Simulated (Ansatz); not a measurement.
A made-up structure of AlSiH4 (charge -1), closed shell:

```csv
atom,x (Å),y (Å),z (Å)
Al1,0.6391,1.0980,0.3821
Si2,-0.3060,-1.0069,-0.0908
H3,-1.2467,-1.6549,0.7528
H4,0.3059,-1.9706,-0.9353
H5,1.1212,1.7235,-0.9166
H6,-0.4665,2.0510,0.8062
```

It is relaxed with PBE-D4/def2-SVPD and then PBE0-D4/def2-TZVPD (Ansatz 0.2.0). Atoms count as bonded within 1.22 times the sum of their covalent radii (H–H: 0.88 Å). The end point is not checked to be a true minimum.

(1) Does its bonding change? (Judge from chemistry; the calculation decides.)

Answers

(1) Computed: No: no bond forms or breaks.

Where it ends: The first stage lowers the energy by 0.86 eV in 7 steps. It ends as AlSiH₄ ([AlH2][SiH2]), total charge -1:
```json
{"atom": "Al1", "x (Å)": "0.3149", "y (Å)": "1.0468", "z (Å)": "0.0924"}
{"atom": "Si2", "x (Å)": "-0.6327", "y (Å)": "-1.0569", "z (Å)": "-0.3829"}
{"atom": "H3", "x (Å)": "-1.1138", "y (Å)": "-1.6837", "z (Å)": "0.9118"}
{"atom": "H4", "x (Å)": "0.4694", "y (Å)": "-2.0083", "z (Å)": "-0.8081"}
{"atom": "H5", "x (Å)": "1.3952", "y (Å)": "1.7885", "z (Å)": "-0.8749"}
{"atom": "H6", "x (Å)": "-0.3860", "y (Å)": "2.1537", "z (Å)": "1.0600"}
```

Labels in which every atom is bracketed show which atoms are joined, not bond orders.

For scale, one of the runs: PBE0-D4/def2-TZVPD relaxation, 122 basis functions, launched by `ansatz run in.yaml --threads 2 --pin off --events-out ev --progress --plain --max-ram 4352MiB`. Hardware: 2 CPU threads of an Arm Neoverse V1, shared host. Wall time about 15 s.
